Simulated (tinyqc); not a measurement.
Worked calculation (part 1 of 2): UHF in the sto-3g basis, for BH, spin multiplicity 3. This run ends on a higher stationary point, not on the lowest solution. Computed by tinyqc, a small Python program that keeps every step (integrals from PySCF). Settings: charge = 0, multiplicity = 3, basis = sto-3g, energy threshold = 1e-10, iteration cap = 88, orthogonalisation = symmetric, start = core, DIIS depth = 8, DIIS from iteration = 2, method = UHF. Command: `OMP_NUM_THREADS=1 python tinyqc.py 28822 28823 out.jsonl` (the two numbers bound the seeds that draw the settings). One thread of a shared host (Intel(R) Xeon(R) Processor @ 2.60GHz), about 0.1 s of CPU time with the checks. Later iterations appear only in the table of the cycle.

## One-electron integrals

Geometry (angstrom):
```
atom         x         y         z
B     0.000000  0.000000  0.000000
H     0.000000  0.000000  1.077000
```

Basis sto-3g: exponents (1/bohr^2) and contraction coefficients of normalised primitives:
```
element  l (shell)   exponent  coefficient
B            s (1)  48.791113     0.154329
B            s (1)   8.887362     0.535328
B            s (1)   2.405267     0.444635
B            s (2)   2.236956    -0.099967
B            s (2)   0.519821     0.399513
B            s (2)   0.169062     0.700115
B            p (3)   2.236956     0.155916
B            p (3)   0.519821     0.607684
B            p (3)   0.169062     0.391957
H            s (1)   3.425251     0.154329
H            s (1)   0.623914     0.535328
H            s (1)   0.168855     0.444635
```

Overlap, kinetic and nuclear-attraction integrals over the contracted functions; the nuclear repulsion is the sum of Za Zb / Rab.

nuclear repulsion = 2.45671871 hartree

overlap S, lower triangle:
```
           1B 1s     1B 2s    1B 2px    1B 2py    1B 2pz     2H 1s
1B 1s   1.000000
1B 2s   0.269328  1.000000
1B 2px  0.000000  0.000000  1.000000
1B 2py  0.000000  0.000000  0.000000  1.000000
1B 2pz  0.000000  0.000000  0.000000  0.000000  1.000000
2H 1s   0.086108  0.535531  0.000000  0.000000  0.523333  1.000000
```

kinetic energy T (hartree), lower triangle:
```
            1B 1s     1B 2s    1B 2px    1B 2py    1B 2pz     2H 1s
1B 1s   10.826302
1B 2s   -0.047967  0.359168
1B 2px   0.000000  0.000000  1.123881
1B 2py   0.000000  0.000000  0.000000  1.123881
1B 2pz   0.000000  0.000000  0.000000  0.000000  1.123881
2H 1s   -0.010556  0.119290  0.000000  0.000000  0.290244  0.760032
```

nuclear attraction V (hartree), lower triangle:
```
             1B 1s      1B 2s     1B 2px     1B 2py     1B 2pz      2H 1s
1B 1s   -23.638732
1B 2s    -3.271695  -4.236320
1B 2px    0.000000   0.000000  -4.158773
1B 2py    0.000000   0.000000   0.000000  -4.158773
1B 2pz   -0.022686  -0.183499   0.000000   0.000000  -4.301252
2H 1s    -1.065172  -2.126176   0.000000   0.000000  -2.018972  -3.627566
```

core Hamiltonian H = T + V (hartree), lower triangle:
```
             1B 1s      1B 2s     1B 2px     1B 2py     1B 2pz      2H 1s
1B 1s   -12.812430
1B 2s    -3.319662  -3.877152
1B 2px    0.000000   0.000000  -3.034893
1B 2py    0.000000   0.000000   0.000000  -3.034893
1B 2pz   -0.022686  -0.183499   0.000000   0.000000  -3.177371
2H 1s    -1.075728  -2.006887   0.000000   0.000000  -1.728728  -2.867534
```

## Two-electron integrals

Functions are numbered as in S; the eight-fold symmetry (ij|kl) = (ji|kl) = (kl|ij) leaves the list below.

Two-electron integrals (ij|kl) in chemists' order, unique and non-zero (hartree):
```
(11|11) 2.923513   (21|11) 0.518376   (21|21) 0.109262   (22|11) 0.744229
(22|21) 0.193177   (22|22) 0.544804   (31|31) 0.020264   (32|31) 0.029996
(32|32) 0.120346   (33|11) 0.742491   (33|21) 0.193240   (33|22) 0.544682
(33|33) 0.586773   (41|41) 0.020264   (42|41) 0.029996   (42|42) 0.120346
(43|43) 0.031630   (44|11) 0.742491   (44|21) 0.193240   (44|22) 0.544682
(44|33) 0.523513   (44|44) 0.586773   (51|51) 0.020264   (52|51) 0.029996
(52|52) 0.120346   (53|53) 0.031630   (54|54) 0.031630   (55|11) 0.742491
(55|21) 0.193240   (55|22) 0.544682   (55|33) 0.523513   (55|44) 0.523513
(55|55) 0.586773   (61|11) 0.166360   (61|21) 0.034875   (61|22) 0.061630
(61|33) 0.061328   (61|44) 0.061328   (61|51) 0.002587   (61|52) 0.004670
(61|55) 0.062270   (61|61) 0.011498   (62|11) 0.336439   (62|21) 0.088319
(62|22) 0.266749   (62|33) 0.259804   (62|44) 0.259804   (62|51) 0.009719
(62|52) 0.054640   (62|55) 0.280408   (62|61) 0.029936   (62|62) 0.168028
(63|31) 0.009675   (63|32) 0.042879   (63|53) 0.010747   (63|63) 0.020710
(64|41) 0.009675   (64|42) 0.042879   (64|54) 0.010747   (64|64) 0.020710
(65|11) 0.291943   (65|21) 0.077772   (65|22) 0.247921   (65|33) 0.234685
(65|44) 0.234685   (65|51) 0.017210   (65|52) 0.090047   (65|55) 0.274139
(65|61) 0.027916   (65|62) 0.183817   (65|65) 0.217685   (66|11) 0.479020
(66|21) 0.128148   (66|22) 0.431699   (66|33) 0.405973   (66|44) 0.405973
(66|51) 0.019096   (66|52) 0.135239   (66|55) 0.482744   (66|61) 0.044624
(66|62) 0.330003   (66|65) 0.395633   (66|66) 0.774606
```

## Orthogonalisation

S = U s U^T; symmetric (Loewdin) form X = U s^(-1/2) U^T, so that X^T S X = 1.

eigenvalues of S: 0.242933  0.795974  1.000000  1.000000  1.160690  1.800404

X, lower triangle:
```
            1B 1s      1B 2s    1B 2px    1B 2py     1B 2pz     2H 1s
1B 1s    1.030359
1B 2s   -0.156853   1.229779
1B 2px   0.000000   0.000000  1.000000
1B 2py   0.000000   0.000000  0.000000  1.000000
1B 2pz  -0.014952   0.192474  0.000000  0.000000   1.184288
2H 1s    0.027561  -0.452337  0.000000  0.000000  -0.434514  1.378788
```

## Starting guess

The start is the orbitals of the core Hamiltonian; D(s) = C_occ C_occ^T for each spin.

D(alpha) at the start, lower triangle:
```
            1B 1s      1B 2s    1B 2px    1B 2py     1B 2pz     2H 1s
1B 1s    1.053391
1B 2s   -0.198737   0.723701
1B 2px   0.000000   0.000000  1.000000
1B 2py   0.000000   0.000000  0.000000  1.000000
1B 2pz  -0.145276   0.577207  0.000000  0.000000   0.460542
2H 1s    0.025863  -0.074983  0.000000  0.000000  -0.059735  0.007797
```

D(beta) at the start, lower triangle:
```
            1B 1s      1B 2s    1B 2px    1B 2py     1B 2pz     2H 1s
1B 1s    1.053391
1B 2s   -0.198737   0.723701
1B 2px   0.000000   0.000000  0.000000
1B 2py   0.000000   0.000000  0.000000  0.000000
1B 2pz  -0.145276   0.577207  0.000000  0.000000   0.460542
2H 1s    0.025863  -0.074983  0.000000  0.000000  -0.059735  0.007797
```

## Iteration 1: building the Fock matrix

J_ij = sum D_kl (ij|kl) with D = D(alpha) + D(beta), K_ij = sum D_kl (ik|jl) for each spin; F = H + J - K(s); E = tr D H + tr D J / 2 - 0.5 sum_s tr D(s) K(s) + E_nn.

Coulomb J (hartree), lower triangle:
```
           1B 1s     1B 2s    1B 2px    1B 2py    1B 2pz     2H 1s
1B 1s   8.847216
1B 2s   1.809857  3.667838
1B 2px  0.000000  0.000000  3.670187
1B 2py  0.000000  0.000000  0.000000  3.670187
1B 2pz  0.051019  0.225114  0.000000  0.000000  3.650883
2H 1s   0.587492  1.837005  0.000000  0.000000  1.733766  2.913087
```

exchange K(alpha) (hartree), lower triangle:
```
           1B 1s     1B 2s    1B 2px    1B 2py    1B 2pz     2H 1s
1B 1s   3.005650
1B 2s   0.587776  0.688051
1B 2px  0.000000  0.000000  0.722434
1B 2py  0.000000  0.000000  0.000000  0.722434
1B 2pz  0.014949  0.310307  0.000000  0.000000  0.386342
2H 1s   0.198726  0.432509  0.000000  0.000000  0.327975  0.379169
```

exchange K(beta) (hartree), lower triangle:
```
           1B 1s     1B 2s    1B 2px    1B 2py    1B 2pz     2H 1s
1B 1s   2.965123
1B 2s   0.527784  0.447359
1B 2px  0.000000  0.000000  0.104031
1B 2py  0.000000  0.000000  0.000000  0.104031
1B 2pz  0.014949  0.310307  0.000000  0.000000  0.323083
2H 1s   0.179376  0.346750  0.000000  0.000000  0.306480  0.337749
```

F(alpha) (hartree), lower triangle:
```
            1B 1s      1B 2s     1B 2px     1B 2py     1B 2pz      2H 1s
1B 1s   -6.970864
1B 2s   -2.097580  -0.897365
1B 2px   0.000000   0.000000  -0.087139
1B 2py   0.000000   0.000000   0.000000  -0.087139
1B 2pz   0.013384  -0.268692   0.000000   0.000000   0.087170
2H 1s   -0.686962  -0.602391   0.000000   0.000000  -0.322937  -0.333616
```

F(beta) (hartree), lower triangle:
```
            1B 1s      1B 2s    1B 2px    1B 2py     1B 2pz      2H 1s
1B 1s   -6.930336
1B 2s   -2.037588  -0.656674
1B 2px   0.000000   0.000000  0.531263
1B 2py   0.000000   0.000000  0.000000  0.531263
1B 2pz   0.013384  -0.268692  0.000000  0.000000   0.150429
2H 1s   -0.667611  -0.516632  0.000000  0.000000  -0.301442  -0.292197
```

total energy of this density = -24.12514288 hartree

## Iteration 1: diagonalisation and new density

Diagonalise F' = X^T F X, C = X C', fill 4 alpha and 2 beta electrons from the bottom; D(s) = C_occ C_occ^T. Each column has its largest component positive (the first on a tie).

F' = X^T F X (alpha) (hartree), lower triangle:
```
           1          2          3          4          5         6
1  -6.780072
2  -1.134056  -0.283515
3   0.000000   0.000000  -0.087139
4   0.000000   0.000000   0.000000  -0.087139
5   0.033998  -0.053490   0.000000   0.000000   0.337768
6  -0.141316  -0.458584   0.000000   0.000000  -0.466529  0.225819
```

orbital energies (alpha) (hartree): MO1 -6.978859, MO2 -0.520167, MO3 -0.087139, MO4 -0.087139, MO5 0.170269, MO6 0.828756

coefficients C (alpha):
```
              MO1        MO2        MO3       MO4        MO5        MO6
1B 1s    0.989437  -0.229251   0.000000  0.000000  -0.212551   0.102501
1B 2s    0.039358   0.629723   0.000000  0.000000   0.855900  -0.804953
1B 2px   0.000000   0.000000  -0.108079  0.994142   0.000000   0.000000
1B 2py   0.000000   0.000000   0.994142  0.108079   0.000000   0.000000
1B 2pz   0.003058   0.316208   0.000000  0.000000  -0.514747  -1.124122
2H 1s   -0.007291   0.389912   0.000000  0.000000  -0.461219   1.389396
```

F' = X^T F X (beta) (hartree), lower triangle:
```
           1          2         3         4          5         6
1  -6.750131
2  -1.110091  -0.027241
3   0.000000   0.000000  0.531263
4   0.000000   0.000000  0.000000  0.531263
5   0.034999  -0.041932  0.000000  0.000000   0.406677
6  -0.142135  -0.449019  0.000000  0.000000  -0.466004  0.233030
```

orbital energies (beta) (hartree): MO1 -6.934985, MO2 -0.398087, MO3 0.309404, MO4 0.531263, MO5 0.531263, MO6 0.886004

coefficients C (beta):
```
              MO1        MO2        MO3       MO4        MO5        MO6
1B 1s    0.992227  -0.189431  -0.228905  0.000000   0.000000   0.120125
1B 2s    0.028865   0.474913   0.890680  0.000000   0.000000  -0.871165
1B 2px   0.000000   0.000000   0.000000  0.984041  -0.177944   0.000000
1B 2py   0.000000   0.000000   0.000000  0.177944   0.984041   0.000000
1B 2pz   0.001050   0.324366  -0.521962  0.000000   0.000000  -1.118460
2H 1s   -0.003895   0.513151  -0.344014  0.000000   0.000000   1.383309
```

D(alpha) after iteration 1, lower triangle:
```
            1B 1s     1B 2s    1B 2px    1B 2py    1B 2pz     2H 1s
1B 1s    1.031541
1B 2s   -0.105422  0.398100
1B 2px   0.000000  0.000000  1.000000
1B 2py   0.000000  0.000000  0.000000  1.000000
1B 2pz  -0.069465  0.199244  0.000000  0.000000  0.099997
2H 1s   -0.096602  0.245249  0.000000  0.000000  0.123271  0.152084
```

D(beta) after iteration 1, lower triangle:
```
            1B 1s     1B 2s    1B 2px    1B 2py    1B 2pz     2H 1s
1B 1s    1.020398
1B 2s   -0.061323  0.226376
1B 2px   0.000000  0.000000  0.000000
1B 2py   0.000000  0.000000  0.000000  0.000000
1B 2pz  -0.060403  0.154076  0.000000  0.000000  0.105214
2H 1s   -0.101072  0.243590  0.000000  0.000000  0.166445  0.263339
```

Within a degenerate level the vectors are fixed only up to a rotation; this is one choice.

## Iteration 2: building the Fock matrix

As before.

Coulomb J (hartree), lower triangle:
```
           1B 1s     1B 2s    1B 2px    1B 2py    1B 2pz     2H 1s
1B 1s   8.559414
1B 2s   1.744867  3.563466
1B 2px  0.000000  0.000000  3.551354
1B 2py  0.000000  0.000000  0.000000  3.551354
1B 2pz  0.042317  0.237181  0.000000  0.000000  3.575601
2H 1s   0.565716  1.836755  0.000000  0.000000  1.771887  3.067410
```

exchange K(alpha) (hartree), lower triangle:
```
            1B 1s     1B 2s    1B 2px    1B 2py    1B 2pz     2H 1s
1B 1s    2.979829
1B 2s    0.591877  0.694392
1B 2px   0.000000  0.000000  0.709015
1B 2py   0.000000  0.000000  0.000000  0.709015
1B 2pz  -0.002697  0.256368  0.000000  0.000000  0.325959
2H 1s    0.189633  0.497009  0.000000  0.000000  0.360320  0.573588
```

exchange K(beta) (hartree), lower triangle:
```
            1B 1s     1B 2s    1B 2px    1B 2py    1B 2pz     2H 1s
1B 1s    2.933686
1B 2s    0.532773  0.398329
1B 2px   0.000000  0.000000  0.075535
1B 2py   0.000000  0.000000  0.000000  0.075535
1B 2pz  -0.000784  0.263905  0.000000  0.000000  0.294951
2H 1s    0.172984  0.408005  0.000000  0.000000  0.388983  0.609708
```

F(alpha) (hartree), lower triangle:
```
            1B 1s      1B 2s     1B 2px     1B 2py     1B 2pz      2H 1s
1B 1s   -7.232844
1B 2s   -2.166671  -1.008078
1B 2px   0.000000   0.000000  -0.192555
1B 2py   0.000000   0.000000   0.000000  -0.192555
1B 2pz   0.022328  -0.202686   0.000000   0.000000   0.072272
2H 1s   -0.699645  -0.667141   0.000000   0.000000  -0.317162  -0.373712
```

F(beta) (hartree), lower triangle:
```
            1B 1s      1B 2s    1B 2px    1B 2py     1B 2pz      2H 1s
1B 1s   -7.186702
1B 2s   -2.107568  -0.712016
1B 2px   0.000000   0.000000  0.440926
1B 2py   0.000000   0.000000  0.000000  0.440926
1B 2pz   0.020415  -0.210223  0.000000  0.000000   0.103279
2H 1s   -0.682995  -0.578137  0.000000  0.000000  -0.345824  -0.409833
```

total energy of this density = -24.55981130 hartree

## Iteration 2: diagonalisation and new density

As before.

F' = X^T F X (alpha) (hartree), lower triangle:
```
           1          2          3          4          5         6
1  -7.038757
2  -1.161229  -0.339560
3   0.000000   0.000000  -0.192555
4   0.000000   0.000000   0.000000  -0.192555
5   0.027875   0.044369   0.000000   0.000000   0.340036
6  -0.128200  -0.534686   0.000000   0.000000  -0.485432  0.224266
```

orbital energies (alpha) (hartree): MO1 -7.240626, MO2 -0.575280, MO3 -0.192555, MO4 -0.192555, MO5 0.086126, MO6 0.915766

coefficients C (alpha):
```
              MO1        MO2        MO3       MO4        MO5        MO6
1B 1s    0.989744  -0.238027   0.000000  0.000000  -0.188635   0.124069
1B 2s    0.038560   0.655292   0.000000  0.000000   0.757550  -0.879681
1B 2px   0.000000   0.000000  -0.459536  0.888159   0.000000   0.000000
1B 2py   0.000000   0.000000   0.888159  0.459536   0.000000   0.000000
1B 2pz   0.001834   0.223695   0.000000  0.000000  -0.599723  -1.104038
2H 1s   -0.007977   0.417468   0.000000  0.000000  -0.412574   1.396663
```

F' = X^T F X (beta) (hartree), lower triangle:
```
           1          2         3         4          5         6
1  -7.001388
2  -1.147953  -0.014836
3   0.000000   0.000000  0.440926
4   0.000000   0.000000  0.000000  0.440926
5   0.027012   0.064448  0.000000  0.000000   0.398803
6  -0.130323  -0.516825  0.000000  0.000000  -0.511881  0.142264
```

orbital energies (beta) (hartree): MO1 -7.191300, MO2 -0.475352, MO3 0.217638, MO4 0.440926, MO5 0.440926, MO6 0.973858

coefficients C (beta):
```
              MO1        MO2        MO3       MO4        MO5        MO6
1B 1s    0.992415  -0.174956  -0.223557  0.000000   0.000000   0.147483
1B 2s    0.028397   0.395928   0.838581  0.000000   0.000000  -0.958035
1B 2px   0.000000   0.000000   0.000000  0.926427  -0.376476   0.000000
1B 2py   0.000000   0.000000   0.000000  0.376476   0.926427   0.000000
1B 2pz   0.000118   0.253366  -0.588966  0.000000   0.000000  -1.103420
2H 1s   -0.004433   0.616145  -0.246887  0.000000   0.000000   1.361845
```

D(alpha) after iteration 2, lower triangle:
```
            1B 1s     1B 2s    1B 2px    1B 2py    1B 2pz     2H 1s
1B 1s    1.036249
1B 2s   -0.117812  0.430895
1B 2px   0.000000  0.000000  1.000000
1B 2py   0.000000  0.000000  0.000000  1.000000
1B 2pz  -0.051430  0.146656  0.000000  0.000000  0.050043
2H 1s   -0.107264  0.273256  0.000000  0.000000  0.093371  0.174343
```

D(beta) after iteration 2, lower triangle:
```
            1B 1s     1B 2s    1B 2px    1B 2py    1B 2pz     2H 1s
1B 1s    1.015496
1B 2s   -0.041088  0.157565
1B 2px   0.000000  0.000000  0.000000
1B 2py   0.000000  0.000000  0.000000  0.000000
1B 2pz  -0.044211  0.100318  0.000000  0.000000  0.064195
2H 1s   -0.112198  0.243823  0.000000  0.000000  0.156110  0.379654
```

Within a degenerate level the vectors are fixed only up to a rotation; this is one choice.

## Iteration 8 (converged): orbitals

converged F(alpha) (hartree), lower triangle:
```
            1B 1s      1B 2s     1B 2px     1B 2py     1B 2pz      2H 1s
1B 1s   -7.273136
1B 2s   -2.166530  -1.100326
1B 2px   0.000000   0.000000  -0.225321
1B 2py   0.000000   0.000000   0.000000  -0.225321
1B 2pz   0.012722  -0.142715   0.000000   0.000000   0.137561
2H 1s   -0.698714  -0.664505   0.000000   0.000000  -0.221778  -0.281319
```

converged F(beta) (hartree), lower triangle:
```
            1B 1s      1B 2s    1B 2px    1B 2py     1B 2pz      2H 1s
1B 1s   -7.204790
1B 2s   -2.115707  -0.669727
1B 2px   0.000000   0.000000  0.443805
1B 2py   0.000000   0.000000  0.000000  0.443805
1B 2pz   0.011017  -0.220224  0.000000  0.000000   0.091896
2H 1s   -0.686944  -0.584423  0.000000  0.000000  -0.397884  -0.527259
```

As before.

F' = X^T F X (alpha) (hartree), lower triangle:
```
           1          2          3          4          5         6
1  -7.083234
2  -1.141932  -0.449233
3   0.000000   0.000000  -0.225321
4   0.000000   0.000000   0.000000  -0.225321
5   0.009519   0.086209   0.000000   0.000000   0.374708
6  -0.125612  -0.535382   0.000000   0.000000  -0.428905  0.299627
```

orbital energies (alpha) (hartree): MO1 -7.280285, MO2 -0.582586, MO3 -0.225321, MO4 -0.225321, MO5 0.082078, MO6 0.922662

coefficients C (alpha):
```
              MO1        MO2        MO3       MO4        MO5        MO6
1B 1s    0.990088  -0.269054   0.000000  0.000000   0.140320   0.121945
1B 2s    0.037771   0.794609   0.000000  0.000000  -0.620978  -0.871878
1B 2px   0.000000   0.000000  -0.372851  0.927891   0.000000   0.000000
1B 2py   0.000000   0.000000   0.927891  0.372851   0.000000   0.000000
1B 2pz   0.003400   0.125771   0.000000  0.000000   0.635977  -1.099234
2H 1s   -0.009038   0.315871   0.000000  0.000000   0.474796   1.403546
```

F' = X^T F X (beta) (hartree), lower triangle:
```
           1          2         3         4          5          6
1  -7.016896
2  -1.163033   0.038698
3   0.000000   0.000000  0.443805
4   0.000000   0.000000  0.000000  0.443805
5   0.015676   0.071826  0.000000  0.000000   0.412630
6  -0.127560  -0.496502  0.000000  0.000000  -0.531231  -0.008063
```

orbital energies (beta) (hartree): MO1 -7.209524, MO2 -0.542538, MO3 0.236506, MO4 0.443805, MO5 0.443805, MO6 0.941926

coefficients C (beta):
```
              MO1        MO2        MO3       MO4        MO5        MO6
1B 1s    0.992282  -0.149749  -0.237539  0.000000   0.000000   0.154121
1B 2s    0.029195   0.275523   0.881092  0.000000   0.000000  -0.962043
1B 2px   0.000000   0.000000   0.000000  0.984908  -0.173081   0.000000
1B 2py   0.000000   0.000000   0.000000  0.173081   0.984908   0.000000
1B 2pz   0.001905   0.226591  -0.550406  0.000000   0.000000  -1.128857
2H 1s   -0.005455   0.714579  -0.224403  0.000000   0.000000   1.316897
```

D(alpha) after iteration 8, lower triangle:
```
            1B 1s     1B 2s    1B 2px    1B 2py    1B 2pz     2H 1s
1B 1s    1.052665
1B 2s   -0.176396  0.632830
1B 2px   0.000000  0.000000  1.000000
1B 2py   0.000000  0.000000  0.000000  1.000000
1B 2pz  -0.030473  0.100067  0.000000  0.000000  0.015830
2H 1s   -0.093934  0.250652  0.000000  0.000000  0.039697  0.099856
```

D(beta) after iteration 8, lower triangle:
```
            1B 1s     1B 2s    1B 2px    1B 2py    1B 2pz     2H 1s
1B 1s    1.007048
1B 2s   -0.012289  0.076766
1B 2px   0.000000  0.000000  0.000000
1B 2py   0.000000  0.000000  0.000000  0.000000
1B 2pz  -0.032042  0.062487  0.000000  0.000000  0.051347
2H 1s   -0.112420  0.196724  0.000000  0.000000  0.161907  0.510654
```

Within a degenerate level the vectors are fixed only up to a rotation; this is one choice.
